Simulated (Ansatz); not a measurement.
Geometry optimisation, Ansatz, RHF/cc-pVDZ.

Input file:

```yaml
crystal:
  periodic: [false, false, false]
  atoms:
    - { symbol: Al, position_ang: [0.0, 0.0, 0.0] }
    - { symbol: H, position_ang: [0.0, 0.0, 1.91] }
    - { symbol: C, position_ang: [1.706, 0.0, -0.985] }
    - { symbol: H, position_ang: [2.0356, -1.0462, -1.1552] }
    - { symbol: H, position_ang: [1.5695, 0.508, -1.9624] }
    - { symbol: H, position_ang: [2.4756, 0.5381, -0.3932] }
    - { symbol: H, position_ang: [-1.351, 0.0, -0.78] }
    - { symbol: S, position_ang: [0.1147, 2.4267, 0.8072] }
    - { symbol: H, position_ang: [0.6673, 2.4659, 2.093] }
    - { symbol: H, position_ang: [0.0463, 0.9785, 1.9592] }
basis:
  gaussian: { orbitals: cc-pVDZ }
hamiltonian:
  xc: hf
relax:
  f_tol: 0.15
  max_steps: 25
  restrain:
    - { distance: [0, 7], at: 2.26, k: 30.0 }
    - { distance: [9, 1], at: 0.66, k: 30.0 }
    - { distance: [0, 1], at: 2.76, k: 30.0 }
    - { distance: [9, 7], at: 2.6, k: 30.0 }
```

Launched with:

```bash
$ ansatz run input.yaml --threads 1 --pin off --max-ram 2048MiB --backend cpu --events-out ev --progress --plain --runs-dir out
```

Task: Where does it end, and by what steps?

Result: The run converged. The restraints hold the end off the free minimum; the threshold counts their pulls, which the force column leaves out. Restrained pairs: Al1–S8 (2.56 → 2.25 Å), H2–H10 (0.98 → 0.71 Å), Al1–H2 (1.91 → 2.76 Å), S8–H10 (1.85 → 2.61 Å). After 9 steps the energy has fallen by 2.741 eV (the restraints' own energy left out); H9 moved furthest, 1.15 Å.

```json
{"step": "0", "energy less start (eV)": "0.0000", "largest force component (eV/Å)": "2.722", "accepted": "yes"}
{"step": "1", "energy less start (eV)": "-0.8430", "largest force component (eV/Å)": "3.437", "accepted": "yes"}
{"step": "2", "energy less start (eV)": "-1.3816", "largest force component (eV/Å)": "3.537", "accepted": "yes"}
{"step": "3", "energy less start (eV)": "-2.0199", "largest force component (eV/Å)": "3.334", "accepted": "yes"}
{"step": "4", "energy less start (eV)": "-2.4001", "largest force component (eV/Å)": "1.100", "accepted": "yes"}
{"step": "5", "energy less start (eV)": "-2.5440", "largest force component (eV/Å)": "1.377", "accepted": "yes"}
{"step": "6", "energy less start (eV)": "-2.6293", "largest force component (eV/Å)": "1.485", "accepted": "yes"}
{"step": "7", "energy less start (eV)": "-2.6889", "largest force component (eV/Å)": "1.577", "accepted": "yes"}
{"step": "8", "energy less start (eV)": "-2.7265", "largest force component (eV/Å)": "1.610", "accepted": "yes"}
{"step": "9", "energy less start (eV)": "-2.7411", "largest force component (eV/Å)": "1.640", "accepted": "yes"}
```

```xyz
10
Properties=species:S:1:pos:R:3
Al -0.067 0.690 -0.300
H 0.126 -0.424 2.220
C 1.710 0.073 -0.876
H 1.755 -1.017 -0.961
H 1.927 0.481 -1.872
H 2.513 0.402 -0.208
H -1.433 0.013 -0.712
S -0.293 2.551 0.942
H 1.018 2.822 1.059
H 0.009 0.280 2.202
```

The run took 12 s on 1 thread of Intel(R) Xeon(R) 6975P-C (Granite Rapids), on a shared host, peak memory 0.17 GiB.
